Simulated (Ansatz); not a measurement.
Candidates: fcc Ca, fcc Pt, fcc Ir, bcc W, bcc Nb, grey tin (α-Sn). Level: r²SCAN0 (PAW; Ansatz, a quantum-chemistry and plane-wave program).

Ansatz's runs of these crystals have no spin polarisation. Meta-GGAs and exact exchange favour moments, which can bear on fcc Pt.

Spin–orbit coupling is left out, also for the solids with elements from indium on (fcc Pt, fcc Ir, bcc W, grey tin (α-Sn)); its size isn't shown.

Ansatz's density-functional and Hartree–Fock values are scalar-relativistic unless marked +SOC, with PAW data made under PBE.

Q: Which of them have a computed lattice parameter a between 3.6 and 4.8 Å?

A: fcc Pt, fcc Ir. The values: fcc Ca 5.606 Å; fcc Pt 3.912 Å; fcc Ir 3.811 Å; bcc W 3.157 Å; bcc Nb 3.298 Å; grey tin (α-Sn) 6.503 Å.
